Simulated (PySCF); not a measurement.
Job file and geometry (Å, from GFN2-xTB) of an NMR shielding run on `Sc1cccs1`, C$_{4}$H$_{4}$S$_{2}$, GIAO PBE0/pcSseg-1 NMR shielding, non-relativistic, gas phase (PySCF); density fitting, a coarse starting grid and PySCF grid level 2 are the driver's defaults:

```
{"job": {"kind": "nmr", "xc": "PBE0", "basis": "pcSseg-1"}, "charge": 0, "multiplicity": 1}
S      2.693829    -0.011068    -0.077781
C      0.940350     0.056782    -0.013154
C      0.084950    -0.970793    -0.270641
C     -1.268372    -0.589496    -0.130967
C     -1.420688     0.708507     0.227597
S      0.092660     1.512213     0.405871
H      2.889278     1.257620     0.276286
H      0.413256    -1.955217    -0.548303
H     -2.092169    -1.261157    -0.292738
H     -2.324212     1.257262     0.401303
```

Problem. Write the output of this run.

Solution. 
```
coarse grid: 10072 points
cycle   1  E = -950.6023253786  dE =  1.117e+00  |g| = 3.466e-01  |ddm| = 3.401e+00
cycle   2  E = -950.5613169253  dE =  4.101e-02  |g| = 5.163e-01  |ddm| = 8.920e-01
cycle   3  E = -950.6338327239  dE = -7.252e-02  |g| = 7.618e-02  |ddm| = 6.440e-01
cycle   4  E = -950.6354061574  dE = -1.573e-03  |g| = 2.810e-02  |ddm| = 1.181e-01
cycle   5  E = -950.6355642191  dE = -1.581e-04  |g| = 1.282e-02  |ddm| = 4.094e-02
cycle   6  E = -950.6356070350  dE = -4.282e-05  |g| = 3.196e-03  |ddm| = 1.740e-02
cycle   7  E = -950.6356090090  dE = -1.974e-06  |g| = 1.521e-03  |ddm| = 4.114e-03
final grid: 89816 points
cycle   8  E = -950.6764695227  dE = -1.194e-05  |g| = 9.610e-03  |ddm| = 3.006e-02
cycle   9  E = -950.6764408099  dE =  2.871e-05  |g| = 1.399e-02  |ddm| = 2.384e-02
cycle  10  E = -950.6764923003  dE = -5.149e-05  |g| = 1.079e-03  |ddm| = 1.602e-02
cycle  11  E = -950.6764926013  dE = -3.010e-07  |g| = 3.845e-04  |ddm| = 1.677e-03
cycle  12  E = -950.6764926368  dE = -3.551e-08  |g| = 7.507e-05  |ddm| = 4.259e-04
cycle  13  E = -950.6764926380  dE = -1.262e-09  |g| = 3.300e-05  |ddm| = 1.202e-04
cycle  14  E = -950.6764926383  dE = -2.688e-10  |g| = 1.319e-05  |ddm| = 4.586e-05
converged SCF energy = -950.6764926383

GIAO shielding tensors (ppm)
atom      isotropic    diamagn.    paramagn.     s11        s22        s33       span
  0 S      527.873    1053.674    -525.801    275.436    510.901    797.283    521.847
  1 C       44.473     265.740    -221.267    -34.937     43.491    124.864    159.801
  2 C       59.751     249.819    -190.068    -23.166     55.109    147.310    170.476
  3 C       54.487     251.893    -197.405    -26.603     42.540    147.525    174.127
  4 C       57.784     259.251    -201.467    -23.488     59.281    137.557    161.045
  5 S      257.526    1057.184    -799.658     90.342    324.001    358.236    267.894
  6 H       27.674      28.742      -1.069     19.718     27.865     35.439     15.721
  7 H       24.866      31.144      -6.278     21.390     24.344     28.863      7.473
  8 H       24.714      30.301      -5.587     21.812     24.562     27.768      5.955
  9 H       24.991      30.813      -5.822     22.095     24.613     28.265      6.171
```

Problem. Turn these shieldings into chemical shifts. Chemical shifts δ = σref − σ; ³³S (503.73 ppm) vs CS2; TMS for ¹³C (186.93 ppm) and ¹H (31.72 ppm), all at this level.

Solution. Averaging equivalent atoms: S 5: 246; S 0: -24; C 1: 142.5; C 3: 132.4; C 4: 129.1; C 2: 127.2; H 8: 7.00; H 7: 6.85; H 9: 6.73; H 6: 4.04 ppm. 

Size and cost of the density-fitted run: 136 basis functions, 9.1 s wall time on 1 thread of an Arm Neoverse V2, shared host.
